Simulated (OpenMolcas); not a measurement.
# Exact exchange and the HOMO–LUMO gap of C2H2S

C2H2S: 5 atoms, total charge 0, spin state singlet. SMILES: `C=C=S`. The coordinates come from a PBE0-D4/def2-TZVP relaxation.

The HOMO–LUMO gap y, in eV, basis def2-TZVP; a is the functional's share of exact exchange. Programs: OpenMolcas 26.06.

| functional | program | a | y (eV) |
| --- | --- | --- | --- |
| r2SCAN | OpenMolcas | 0 | 2.81 |
| BLYP | OpenMolcas | 0 | 2.44 |
| B3LYP | OpenMolcas | 0.2 | ? |
| PBE0 | OpenMolcas | 0.25 | 4.46 |
| BHLYP | OpenMolcas | 0.5 | 6.47 |

Fit y = c + s·a to the known rows and predict B3LYP.


1. Means of the 4 rows: a = 0.1875, y = 4.045.
2. Σ(Δa)² = 0.17188, Σ(Δa·Δy) = 1.3162, so the slope is 1.3162/0.17188 = 7.6577.
3. Intercept: 4.045 − (7.6577) × 0.1875 = 2.609. The largest residual of the fit is 0.20.
4. B3LYP: 2.609 + (7.6577) × 0.2 = 4.14 eV.

The run gave 4.04 eV, so the prediction is off by +0.10 eV, within the scatter of the fit. Exact exchange lowers occupied levels and raises empty ones. The rows mix families of semi-local functionals, which the line can't see.
